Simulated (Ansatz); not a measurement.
Reaction (isomerisation): `C=C(O)C=N` → `CCOC#N`

Calculated with Ansatz (gas phase, PBE0-D4/def2-TZVP geometries, no zero-point term in ΔE). CBS: MP2 limit from def2 TZ/QZ plus the TZ coupled-cluster correction, frozen cores. DFT in def2-TZVPP. B3LYP here is the variant with VWN-RPA as its local correlation; programs differ in this. Each species was taken in one conformer, which may not be the lowest.

```tsv
level	ΔE (kcal/mol)
B3LYP-D4	7.5
ωB97M-V	6.1
PBE0	8.4
BHLYP	5.7
RPA@PBE/def2-TZVPP	2.7
CCSD(T)/def2-SVP	2.3
MP2/def2-TZVPP	3.0
HF/def2-QZVPP	0.5
```

(1) What does CCSD(T)/CBS give? (An estimate is asked.)

(2) What do rigid-rotor, harmonic-oscillator terms from PBE0-D4/def2-TZVP frequencies (298.15 K, 1 bar) make of the CCSD(T)/CBS value? (An estimate is asked.)

Largest T1 diagnostic among the species: 0.013.

Results:

(1) The calculation gave: +6.6 kcal/mol. The listed levels differ from it by 0.9, -0.5, 1.8, -0.9, -3.9, -4.3, -3.6, -6.1 kcal/mol.

(2) The calculation gave: ΔZPE = -0.3 kcal/mol, ΔH = +6.6 kcal/mol, ΔS = 15 J/(mol·K), ΔG = +5.6 kcal/mol.

At CCSD(T), def2-SVP lies −4.3 kcal/mol from the extrapolated value and def2-TZVPP −1.8 kcal/mol. From BLYP to BHLYP (50 % exact exchange), in def2-TZVPP and without D4, ΔE moves by −1.7 kcal/mol.
